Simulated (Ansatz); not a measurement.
# CH3Na: one species, many methods

One table from this session's results is given with a row withheld; the runs are named, their logs left out.

The runs use Ansatz 0.2.0, Gaussian basis; functionals in def2-TZVPP, the program's frozen cores in correlated methods.

Plan: LDA (SPW92), PBE-D4, revPBE-D4, BLYP-D4, r2SCAN-D4, B97M-V, PBE0-D4, B3LYP-D4, r2SCANh-D4, r2SCAN0-D4, HSE06-D4, BHLYP-D4, CAM-B3LYP-D4, LC-ωPBE, ωB97X-V, ωB97M-V, B2PLYP, PBE-QIDH; CCSD(T)/def2-SVP; CCSD(T)/def2-TZVPP; CCSD(T)/def2-QZVPP; extrapolation to the limit; RPA on PBE.

**The relaxed structure**

An earlier PBE0-D4 in a triple-zeta def2 set relaxation fixed the geometry.

SMILES `[CH3][Na]`, 5 atoms, charge 0, spin multiplicity 1.

Atoms are counted from 1 here; the program's logs count them from 0.

Bond lengths: C1–Na2 2.300 Å, C1–H3 1.095 Å, C1–H4 1.095 Å, C1–H5 1.095 Å. Angles: Na2–C1–H3 110.6°, Na2–C1–H4 110.6°, Na2–C1–H5 110.6°, H3–C1–H4 108.3°, H3–C1–H5 108.3°, H4–C1–H5 108.3°.

The first run:

File in.yaml:

```yaml
crystal:
  periodic: [false, false, false]
  atoms:
    - {symbol: C, position_ang: [-0.098712, -0.066636, -0.202637]}
    - {symbol: Na, position_ang: [0.994624, 0.455411, 1.752737]}
    - {symbol: H, position_ang: [-0.020200, -1.137974, -0.414189]}
    - {symbol: H, position_ang: [-1.160018, 0.192878, -0.132206]}
    - {symbol: H, position_ang: [0.334205, 0.482620, -1.045005]}
basis:
  gaussian: {orbitals: def2-TZVPP}
hamiltonian: {xc: lda}
output: {orbitals: {seedname: orbitals}}
```

Run with:

```sh
$ ansatz run in.yaml --threads 2 --pin off --events-out ev --progress --plain --max-ram 22528MiB --backend cpu
```

Steps of the session up to this table: LDA; PBE-D4 (GGA); revPBE-D4 (GGA); BLYP-D4 (GGA); r2SCAN-D4 (meta-GGA); B97M-V (meta-GGA); PBE0-D4 (hybrid); B3LYP-D4 (hybrid); r2SCANh-D4 (hybrid); r2SCAN0-D4 (hybrid); HSE06-D4 (hybrid); BHLYP-D4 (hybrid); CAM-B3LYP-D4 (range-separated); LC-ωPBE (range-separated); ωB97X-V (range-separated); ωB97M-V (range-separated); B2PLYP (double hybrid); PBE-QIDH (double hybrid).

One table of the session follows, with a row left open; its other results are not shown here.

It belongs to the step «Frontier levels by functional». 

| functional | HOMO (eV) | LUMO (eV) | gap (eV) |
| --- | --- | --- | --- |
| LDA (SPW92) | -3.90 | -1.82 | 2.08 |
| PBE-D4 | -3.75 | -1.77 | 1.98 |
| revPBE-D4 | -3.65 | -1.73 | 1.92 |
| BLYP-D4 | -3.72 | -1.82 | 1.89 |
| r2SCAN-D4 | ? | ? | ? |
| B97M-V | -3.86 | -1.85 | 2.01 |
| PBE0-D4 | -4.59 | -1.25 | 3.34 |
| B3LYP-D4 | -4.52 | -1.53 | 2.99 |
| r2SCANh-D4 | -4.03 | -1.17 | 2.86 |
| r2SCAN0-D4 | -4.59 | -0.95 | 3.64 |
| HSE06-D4 | -4.20 | -1.56 | 2.64 |
| BHLYP-D4 | -5.50 | -0.94 | 4.56 |
| CAM-B3LYP-D4 | -5.89 | -0.78 | 5.12 |
| LC-ωPBE | -7.01 | -0.08 | 6.92 |
| ωB97X-V | -6.72 | -0.05 | 6.67 |
| ωB97M-V | -6.68 | -0.39 | 6.29 |

Q: Estimate the row for r2SCAN-D4 from the others.

Worked estimate for «HOMO (eV)». Against the share of exact exchange, r2SCANh-D4 (0.1, -4.03), r2SCAN0-D4 (0.25, -4.59) give a slope of -3.73 per unit share; at 0 the line stands at -3.66.

The run gave: HOMO (eV): -3.67; LUMO (eV): -1.33; gap (eV): 2.34. In «HOMO (eV)» the line misses by +0.01.
